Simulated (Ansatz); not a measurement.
Basis-set extrapolation for `N=C(F)CO` (PBE0-D4/def2-TZVP geometry, frozen core, Ansatz 0.2.0). Multiplicity 1, RHF reference.

|  | def2-TZVPP | def2-QZVPP |
| --- | --- | --- |
| HF | -306.928607 | -306.942489 |
| MP2 correlation | -1.012029 | -1.091255 |
| CCSD(T) correlation | -1.071734 | not run |

Energies in hartree. Use E(X) = E(∞) + A·exp(−7.88·√X) for Hartree–Fock and E(X) = E(∞) + B·X^(−2.97) for correlation, with X = 3 and 4, and add CCSD(T) minus MP2 of the smaller set to the MP2 limit.

What is the CCSD(T) energy at the basis-set limit?

HF limit: -306.942489 + (-0.013882) × 0.13774 = -306.94440. MP2 limit: -1.091255 + (-0.079226) × 0.74074 = -1.14994. Higher-order term: -1.071734 − (-1.012029) = -0.05970. Total: -308.15404 hartree, 4.18 eV below CCSD(T)/def2-TZVPP.
